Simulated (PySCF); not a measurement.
CH⁻ at UHF-CCSD(T)

Level: UHF-CCSD(T). PySCF, spin-free X2C with a Gaussian nucleus, basis sets H aug-cc-pVDZ-DK, C aug-cc-pVDZ-DK.

| Item | Value |
| --- | --- |
| state | ³Σ⁻ (triplet), unpaired electrons π ↑↑ |
| bond length | 1.159 Å |
| harmonic wavenumber | 2563 cm⁻¹ |
| force constant | 3.60 mdyn/Å |
| rotational constant Be | 13.51 cm⁻¹ |
| anharmonicity ωexe | 82.2 cm⁻¹ |
| vibration–rotation constant αe | 0.650 cm⁻¹ |
| well depth De to H + C⁻ | 318 kJ/mol |
| dissociation energy D0 | 303 kJ/mol |

Correlated steps freeze 1 core orbital. Correlated levels converge slowly with the basis: in double zeta they bind strong bonds too weakly, by up to about 1 eV, and carry superposition errors of some tenths. For an ion De counts to the pair picked by the measured ionisation energies or electron affinities, which need not be the lowest pair at this level. The state was picked by a PBE0 search and need not be the measured ground state.
